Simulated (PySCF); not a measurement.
# One shape, several levels: SO (sulfur oxide)

Wanted: a comparison of 6 runs (UHF/def2-mTZVP, UHF-D3(0)/cc-pVTZ-F12, UM06-D3(0)/6-31G, UOPBE/DZP, CASSCF(12,10)/pcseg-1) of SO (sulfur oxide). 

The calculation is run with PySCF 2.14.0.

3 further runs of the same task are left out: 3 set aside as unsound or not needed.

## (1) The system as given

SO has 2 atoms, charge 0, and is taken as a triplet. SMILES: `O=S`. Geometry: the measured bond length.

Bond lengths: O1–S2 1.481 Å.

## (2) The charge distribution at UHF/def2-mTZVP (run 1)

The input, mol.xyz:

```xyz
2
OS
O      0.000000     0.000000     0.000000
S      0.000000     0.000000     1.481087
```

The input, input.py:

```python
from pyscf import gto, scf

mol = gto.M(
    atom='mol.xyz',
    verbose=4,
    max_memory=1860,
    basis='def2-mtzvp',
    spin=2,
)

mf = scf.UHF(mol)
mf.max_cycle = 100
mf.kernel()
if not mf.converged:
    mf = mf.newton().run(mf.mo_coeff, mf.mo_occ)

etot = mf.e_tot
print('E = %.10f Eh' % etot)
mf.analyze()
quad = mf.quad_moment()
```

Command:

```sh
$ OMP_NUM_THREADS=1 python input.py
```

What it wrote:

```text
PySCF version 2.14.0

[INPUT] num. atoms = 2
[INPUT] num. electrons = 24
[INPUT] charge = 0
[INPUT] spin (= nelec alpha-beta = 2S) = 2
[INPUT] symmetry False subgroup None
[INPUT] Mole.unit = angstrom
[INPUT] Symbol           X                Y                Z      unit          X                Y                Z       unit  Magmom
[INPUT]  1 O      0.000000000000   0.000000000000   0.000000000000 AA    0.000000000000   0.000000000000   0.000000000000 Bohr   0.0
[INPUT]  2 S      0.000000000000   0.000000000000   1.481087000000 AA    0.000000000000   0.000000000000   2.798848796654 Bohr   0.0

nuclear repulsion = 45.7330886016554
number of shells = 20
number of NR pGTOs = 85
number of NR cGTOs = 46
basis = def2-mtzvp
ecp = {}

[... 20 lines left out ...]
WARN: HOMO -0.195097768626667 >= LUMO -0.195097768626681
[... 57 lines left out ...]
Total Energy =                        -472.384173255672579
[... 1 line left out ...]
One-electron Energy =                 -743.325424774022849
[... 1 line left out ...]
Two-electron Coulomb Energy =          258.462516268640456
[... 4 lines left out ...]
MO #1   energy= -92.0630918903134  | -92.0506432982924  occ= 1 | 1
[... 1 line left out ...]
MO #3   energy= -9.06315757553967  | -9.0501863770202   occ= 1 | 1
[... 66 lines left out ...]
Dipole moment(X, Y, Z, Debye): -0.00000,  0.00000,  1.86643
Traceless quadrupole moment (Debye*A):
```

Wall time 0.91 s (1 thread of AMD EPYC 7R13 (Zen 3), shared host); peak memory 0.12 GiB.

Atomic charges (e):

| atom | Mulliken |
| --- | --- |
| O1 | -0.412 |
| S2 | +0.412 |

## (3) A stability test at UHF-D3(0)/cc-pVTZ-F12 (density fitting with cc-pvqz-jkfit) (run 2)

The input, job.py:

```python
from pyscf import gto, scf

molecule = gto.M(
    atom='''
O    0.000000   0.000000   0.000000
S    0.000000   0.000000   1.481087
''',
    spin=2,
    max_memory=1860,
    verbose=4,
    basis='cc-pvtz-f12',
)

myscf = scf.UHF(molecule)
myscf = myscf.density_fit(auxbasis='cc-pvqz-jkfit')
myscf.disp = 'd3zero'
myscf.kernel()
if not myscf.converged:
    myscf = myscf.newton().run(myscf.mo_coeff, myscf.mo_occ)

energy = myscf.e_tot
print('E(%s) = %.9f' % ('HF', energy))
mo_i, mo_e, stable_i, stable_e = myscf.stability(internal=True, external=True, return_status=True)
print('stable: internal', stable_i, 'external', stable_e)
```

Command:

```sh
$ OMP_NUM_THREADS=1 python job.py
```

What it wrote:

```text
PySCF version 2.14.0

[INPUT] num. atoms = 2
[INPUT] num. electrons = 24
[INPUT] charge = 0
[INPUT] spin (= nelec alpha-beta = 2S) = 2
[INPUT] symmetry False subgroup None
[INPUT] Mole.unit = angstrom
[INPUT] Symbol           X                Y                Z      unit          X                Y                Z       unit  Magmom
[INPUT]  1 O      0.000000000000   0.000000000000   0.000000000000 AA    0.000000000000   0.000000000000   0.000000000000 Bohr   0.0
[INPUT]  2 S      0.000000000000   0.000000000000   1.481087000000 AA    0.000000000000   0.000000000000   2.798848796654 Bohr   0.0

nuclear repulsion = 45.7330886016554
number of shells = 8
number of NR pGTOs = 153
number of NR cGTOs = 115
basis = cc-pvtz-f12
ecp = {}

[... 23 lines left out ...]
WARN: HOMO -0.195882601280512 >= LUMO -0.195882601280543
[... 54 lines left out ...]
converged SCF energy = -472.418694993635  <S^2> = 2.0578694  2S+1 = 3.0383347
[... 7 lines left out ...]
stable: internal True external True
```

It took 17 s on 1 thread of AMD EPYC 7R13 (Zen 3), shared host; peak memory 0.2 GiB.

Runs 3 to 5 aren't shown in full; the table further down has their settings and results.

## (4) A single-point energy at CASSCF(12,10)/pcseg-1 (density fitting, Cartesian functions) (run 6)

The input, input.xyz:

```xyz
2

O      0.000000     0.000000     0.000000
S      0.000000     0.000000     1.481087
```

The input, input.py:

```python
import numpy
from pyscf import gto, scf, mcscf
from pyscf import df

mol = gto.Mole()
mol.atom = 'input.xyz'
mol.max_memory = 1860
mol.charge = 0
mol.cart = True
mol.spin = 2
mol.verbose = 4
mol.basis = 'pcseg-1'
mol.build()

mf = scf.ROHF(mol)
mf = mf.density_fit(auxbasis=df.aug_etb(mol, beta=2.0))
mf.init_guess = 'mod_huckel'
mf.max_cycle = 100
mf.conv_tol = 1e-07
mf.kernel()

uhf = scf.addons.convert_to_uhf(mf)
uhf.kernel(uhf.make_rdm1(uhf.stability()[0], uhf.mo_occ))
noons, natorbs = mcscf.addons.make_natural_orbitals(uhf)
print('natural occupations', numpy.round(noons[:40], 4))
cas = mcscf.CASSCF(mf, 10, 12)
cas.fix_spin_(ss=2.0)
cas.natorb = True
cas.kernel(natorbs)
etot = cas.e_tot
print(f'total energy: {etot:.8f} hartree')
mf.analyze()
```

Command:

```sh
$ OMP_NUM_THREADS=1 python input.py
```

What it wrote:

```text
PySCF version 2.14.0

[INPUT] num. atoms = 2
[INPUT] num. electrons = 24
[INPUT] charge = 0
[INPUT] spin (= nelec alpha-beta = 2S) = 2
[INPUT] symmetry False subgroup None
[INPUT] Mole.unit = angstrom
[INPUT] Cartesian GTO integrals (6d 10f)
[INPUT] Symbol           X                Y                Z      unit          X                Y                Z       unit  Magmom
[INPUT]  1 O      0.000000000000   0.000000000000   0.000000000000 AA    0.000000000000   0.000000000000   0.000000000000 Bohr   0.0
[INPUT]  2 S      0.000000000000   0.000000000000   1.481087000000 AA    0.000000000000   0.000000000000   2.798848796654 Bohr   0.0

[... 58 lines left out ...]
Atomic HF for atom  O  converged. SCF energy = -74.2475616776649
[... 62 lines left out ...]
converged SCF energy = -472.281849845419
[... 117 lines left out ...]
Natural orbital (expansion on meta-Lowdin AOs) in CAS space
[... 33 lines left out ...]
Nuclear Repulsion Energy =              45.733088601655410
[... 3 lines left out ...]
DFT Exchange-Correlation Energy =      -33.217629075305865
[... 7 lines left out ...]
MO #34  energy= 4.92985554546857   | 4.91629251269824   | 4.94341857823888   occ= 0
[... 39 lines left out ...]
Dipole moment(X, Y, Z, Debye):  0.00000,  0.00000,  2.38062
```

It took 3.9 s on 1 thread of AMD EPYC 7R13 (Zen 3), shared host; peak memory 0.14 GiB.

## (5) All runs side by side

| run | level | task | integral approximation | energy (Eh) | dipole moment (D) of the reference | HOMO energy (eV) | LUMO energy (eV) | wall time |
| --- | --- | --- | --- | --- | --- | --- | --- | --- |
| 1 | UHF/def2-mTZVP | properties | none | -472.384173 | 1.87 | -11.54 | 1.19 | 0.91 s |
| 2 | UHF-D3(0)/cc-pVTZ-F12 (density fitting with cc-pvqz-jkfit) | stability | cc-pvqz-jkfit | -472.418695 | 1.91 | -11.66 | 0.81 | 17 s |
| 3 | UM06-D3(0)/6-31G (sfX2C, density fitting with cc-pvqz-jkfit, SS(V)PE pyridine) | properties | cc-pvqz-jkfit | -474.220177 | 2.20 | -7.16 | -3.18 | 3.9 s |
| 4 | UOPBE/DZP | energy | none | -473.315216 | 1.45 | -5.96 | -4.11 | 1.7 s |
| 5 | CASSCF(12,10)/pcseg-1 (density fitting) | energy | etb | -472.406692 | 2.40 | – | – | 3.6 s |
| 6 | CASSCF(12,10)/pcseg-1 (density fitting, Cartesian functions) | energy | etb | -472.411093 | 2.38 | – | – | 3.9 s |

## (6) Results

```
                                   quantity          value
                        run 6: total energy  -472.41109 Eh
run 6: dipole moment (Hartree–Fock density)         2.38 D
```

Over runs 1, 2, 3, 4 the dipole moment (its size) runs from 1.45 D (UOPBE/DZP) to 2.20 D (UM06-D3(0)/6-31G). The two ends differ in method and basis and solvent and Hamiltonian. Totals of different functionals can't be ranked against each other. Some runs of one species differ in core potentials or relativity; totals across that change don't compare. All runs together took 31 s, the longest 17 s.
